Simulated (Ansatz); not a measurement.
# SiPF (triplet): from Hartree-Fock to the top rungs at a displaced geometry (v2), cc-pVDZ

The task here is to estimate one member of a computed series from the others.

The runs use Ansatz 0.2.0, Gaussian basis; cc-pVDZ, core rule «outside noble gas», up to 11 orbitals frozen.

Plan: UHF; CCSD(T) on ROHF; CCSD(T) on UHF; BCCD(T) on ROHF; CISD; CCSDT(Q) on ROHF; CCSDT(Q) on UHF.

31 further runs of the same task are left out: 11 for a known fault of the program, 8 that didn't finish, 12 set aside as unsound or not needed.

## What is computed

The geometry is a PBE0/def2-TZVP stationary point (not a proven minimum) with its atoms shifted at random (size 0.100 Å).

3 atoms, charge 0, spin multiplicity 3.

Atoms are counted from 1 here; the program's logs count them from 0.

Bond lengths: F1–P2 1.620 Å, P2–Si3 2.240 Å. Angles: F1–P2–Si3 104.9°.

The first run:

in.yaml reads:

```yaml
crystal:
  periodic: [false, false, false]
  atoms:
    - {symbol: F, position_ang: [0.097177, -0.668975, 1.484520]}
    - {symbol: P, position_ang: [-0.067697, 0.614093, 0.509263]}
    - {symbol: Si, position_ang: [0.008923, -0.224717, -1.565837]}
basis:
  gaussian: {orbitals: cc-pVDZ}
magnetization: {spin_polarized: true, initial_magnetization: 2}
hamiltonian: {xc: hf}
output: {orbitals: {seedname: orbitals}}
```

Run with:

```console
$ ansatz run in.yaml --threads 1 --pin off --events-out ev --progress --plain --max-ram 2393MiB
```

Steps of the session up to this table: UHF; CCSD(T) on ROHF; CCSD(T) on UHF; BCCD(T) on ROHF; CISD; CCSDT(Q) on ROHF; CCSDT(Q) on UHF.

One of the session's tables, all rows but one given; the rest of the session is left out.

```
   method  from UCCSDT(Q) (kcal/mol)
     ROHF                          ?
      UHF                    +241.05
     RMP2                     +28.71
     UMP2                     +29.99
     CISD                     +34.35
    RCCSD                      +8.44
    UCCSD                      +8.33
 RCCSD(T)                      +1.67
 UCCSD(T)                      +1.71
  BCCD(T)                      +1.55
   RCCSDT                      +0.69
   UCCSDT                      +0.68
RCCSDT(Q)                      +0.09
UCCSDT(Q)                          0
```

**Question.** Estimate the row for ROHF.

As computed: from UCCSDT(Q) (kcal/mol): +245.52. In the column «from UCCSDT(Q) (kcal/mol)» it is the highest.

To keep in mind: Restricted and unrestricted rows rest on different reference determinants; where their highest levels disagree by more than a few hundredths of an eV, they describe different states and don't form one ladder.
